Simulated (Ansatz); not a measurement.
**Dissociation curves of PF3 (SMILES FP(F)F)**

The species is PF3 (4 atoms), meant as a singlet with charge 0. SMILES: `FP(F)F`. The coordinates come from a GFN2-xTB relaxation.

```xyz
4

P    -0.0046    0.0051    0.6423
F     1.3496   -0.0296   -0.2031
F    -0.6485    1.1803   -0.2282
F    -0.6965   -1.1558   -0.2109
```

The P1–F2 distance is scanned; the parts on either side stay rigid. Basis STO-3G, 8 core orbitals frozen in the correlated methods; program Ansatz 0.2.0. FCI is exact within this basis and core. Energies in eV from each method's value at 1.597 Å; methods without a U are spin-restricted; a dash marks a point that is missing or didn't converge. The shape above is that at 1.597 Å.

| distance (Å) | revPBE | B3LYP | CAM-B3LYP | wB97X | HSE06 | BCCD(T) | CCSDT(Q) | FCI |
| --- | --- | --- | --- | --- | --- | --- | --- | --- |
| 1.597 | 0.00 | 0.00 | 0.00 | 0.00 | 0.00 | 0.00 | 0.00 | 0.00 |
| 1.996 | 0.54 | 0.87 | 1.09 | 1.08 | 0.99 | 0.82 | 0.80 | 0.80 |
| 2.395 | 2.28 | 2.89 | 3.36 | 3.39 | 3.10 | 2.12 | 2.13 | 2.12 |
| 3.194 | 4.37 | 5.37 | 6.21 | 6.35 | 5.62 | 2.61 | 2.76 | 2.76 |
| 3.992 | 4.91 | 6.04 | 7.10 | 7.34 | 6.30 | – | 2.77 | 2.78 |

Departure from the FCI curve at its largest: revPBE +2.13 eV at 3.99 Å; B3LYP +3.26 eV at 3.99 Å; CAM-B3LYP +4.32 eV at 3.99 Å; wB97X +4.56 eV at 3.99 Å; HSE06 +3.51 eV at 3.99 Å; BCCD(T) -0.16 eV at 3.19 Å; CCSDT(Q) -0.01 eV at 3.99 Å. Restricted functionals keep the electrons paired too, and rise too high.
